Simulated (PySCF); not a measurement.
C4H5P.
Numbering: `[cH:1]1[cH:2][cH:3][pH:4][cH:5]1` (hydrogens: H6 on C1; H7 on C2; H8 on C3; H9 on P4; H10 on C5)

A GFN2-xTB structure was refined with PySCF 2.14.0, PBE0-D3(BJ)/def2-SVP geometry optimisation, gas phase. Its GFN2-xTB values:

```
coordinate  GFN2-xTB
     C1–C2   1.438 Å
     C1–C5   1.346 Å
     C1–H6   1.079 Å
     C3–P4   1.804 Å
     C3–H8   1.077 Å
     P4–H9   1.396 Å
  C2–C1–C5    113.9°
  C2–C3–P4    111.2°
  C3–P4–C5     89.1°
```

Q: How do these coordinates change at the PBE0-D3(BJ)/def2-SVP level?

A: 
```tsv
coordinate	PBE0-D3(BJ)/def2-SVP (Å or °)	change
P4–H9	1.427	+0.031
C1–C2	1.454	+0.016
C1–H6	1.094	+0.015
C3–H8	1.091	+0.014
C1–C5	1.358	+0.012
C3–P4	1.804	0.000
C3–P4–C5	90.7	+1.6
C2–C3–P4	109.9	-1.3
C2–C1–C5	114.2	+0.3
```

The energy falls by 6.8 kJ/mol over 6 energy and gradient evaluations, the largest force component goes from 0.0119 to 2.1e-04 Eh/bohr, and the atoms move by 0.070 Å rms after alignment. The bond that changes most is P4–H9 (ring phosphorus to hydrogen on phosphorus), which lengthens by 0.031 Å. Bonds longer at the end by more than 0.005 Å: 8 of 10; shorter: 0. Rotational constants go from 7559, 5041, 3093 to 7362, 5062, 3066 MHz.

The run used 99 basis functions and 38 SCF cycles in all. The run took 11 s wall on one thread of an Arm Neoverse V2, no GPU (shared host), and the process peaked at 0.46 GiB of memory.

No frequency check. The numbers are those of one conformer.
